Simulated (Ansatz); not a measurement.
A nudged elastic band was laid between two geometries of CH5FSi + H (9 atoms, charge 0, multiplicity 2).

Level of theory: UKS B3LYP-D4/def2-SVP (Ansatz 0.2.0).

```json
{
 "movable images": "7",
 "climbing image": "yes",
 "spring": "5.0 eV/Å²",
 "optimiser": "quadratic models (default)",
 "start path": "through a guess of the saddle point",
 "force threshold": "0.05 eV/Å",
 "iteration limit": "60",
 "end points": "relaxed"
}
```

First end point:

```xyz
9
Properties=species:S:1:pos:R:3
Si -0.011 0.024 -0.161
F -0.098 -0.210 1.454
C 1.781 0.003 -0.687
H 2.254 -0.962 -0.447
H 1.860 0.161 -1.775
H 2.351 0.801 -0.184
H -0.647 1.337 -0.460
H -0.777 -1.075 -0.814
H 0.014 -0.079 4.140
```

Last end point:

```xyz
9
Properties=species:S:1:pos:R:3
Si -0.215 -0.229 -0.264
F 0.732 0.640 2.576
C 1.654 -0.089 -0.473
H 2.125 -1.083 -0.508
H 1.906 0.448 -1.404
H 2.069 0.466 0.381
H -0.898 1.098 -0.299
H -0.856 -1.172 -1.230
H 0.210 -0.078 2.290
```

(1) What changes between the two ends?

(2) What energy profile does the band end with?

(3) What is the geometry of the highest image?

The band took 19 iterations and roughly 8 core-minutes.

Answers

(1) Bonds broken: Si1–F2. Bonds formed: F2–H9. CH5FSi + H becomes CH5Si + FH.

(2) The run converged. The highest image is number 3 of 0 to 8, 1.61 eV above the first end and 1.13 eV above the last; the last end lies 0.48 eV above the first. Neighbouring images differ by up to 1.5 eV, so the band resolves the path poorly. A vibrational analysis at the climbing image gives one clearly imaginary mode, 1192i cm⁻¹: a first-order saddle point.

```
image  path coordinate (Å)  energy (eV)  Si1–F2 (Å)  F2–H9 (Å)
    0                 0.00         0.00        1.63       2.69
    1                 0.65         0.00        1.63       2.74
    2                 1.30         0.07        1.64       2.03
    3                 1.95         1.61        2.00       1.13
    4                 2.58         0.83        2.62       0.93
    5                 3.22         0.65        2.98       0.93
    6                 3.86         0.56        3.17       0.93
    7                 4.49         0.50        3.19       0.93
    8                 5.13         0.48        3.12       0.93
```

(3) 
```xyz
9
Properties=species:S:1:pos:R:3:forces:R:3
Si -0.084 0.011 -0.103 0.00 0.00 -0.01
F -0.003 -0.157 1.884 0.00 0.00 0.00
C 1.738 0.008 -0.564 -0.01 0.00 0.00
H 2.205 -0.954 -0.300 0.00 0.00 0.00
H 1.883 0.172 -1.645 0.00 0.00 0.00
H 2.272 0.805 -0.023 0.00 0.00 0.00
H -0.728 1.324 -0.390 0.00 0.00 0.00
H -0.831 -1.097 -0.770 0.00 0.00 0.00
H 0.273 -0.115 2.977 0.00 0.00 0.00
```

The run took 4.2 min on 2 threads of Arm Neoverse V1 (shared host), peak memory 0.2 GiB.
